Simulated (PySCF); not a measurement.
All values below come from PySCF with B3LYP-D3(BJ)/def2-TZVP. All species are isolated molecules in the gas phase. B3LYP has the VWN-RPA correlation part, as in Gaussian. 

Reference species (SMILES): `F[C](F)F` (neutral, multiplicity 2).

```json
{
  "dipole_moment": "0.26 D"
}
```

Changed species: `[F]` (radical fragment; the reference has radical fragment).

Problem. What does the change do to the dipole moment?

Solution. the dipole moment drops by 0.26 D, to 0.00 D.
